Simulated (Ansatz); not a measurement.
C2H5FN2, SMILES `FC1NCN1`, relaxed with RKS PBE0-D4/def2-TZVP in Ansatz 0.2.0 from a PBE-D4/def2-SVP geometry. The force threshold is 0.005 eV/Å; the program also tests the step.

The species carries charge 0 and has multiplicity 1.

Start:

```xyz
10

F     1.433   -0.882    0.894
C     0.087   -0.433    0.889
N    -0.040    0.956    0.515
C    -0.354    0.508   -0.858
N    -0.633   -0.832   -0.297
H    -0.315   -0.750    1.879
H     0.807    1.517    0.654
H     0.497    0.554   -1.581
H    -1.239    1.007   -1.311
H    -0.243   -1.646   -0.784
```

(1) How much energy does the relaxation release, and in how many steps? (Best estimate.)

(2) Which bonds change most? (Estimate.)

(3) Give the relaxed structure. (Estimate.)

## Answers

(1) The calculation gave: 0.97 kcal/mol, in 5 steps.

(2) Ansatz gave: C2–H6 from 1.114 to 1.093 Å; C4–H8 from 1.118 to 1.097 Å; C4–H9 from 1.113 to 1.092 Å; F1–C2 from 1.419 to 1.404 Å.

(3) Computed: 
```xyz
10

F     1.415   -0.874    0.889
C     0.084   -0.429    0.884
N    -0.035    0.950    0.511
C    -0.353    0.506   -0.855
N    -0.625   -0.828   -0.297
H    -0.313   -0.738    1.854
H     0.803    1.500    0.642
H     0.488    0.547   -1.560
H    -1.228    0.994   -1.289
H    -0.236   -1.627   -0.779
```
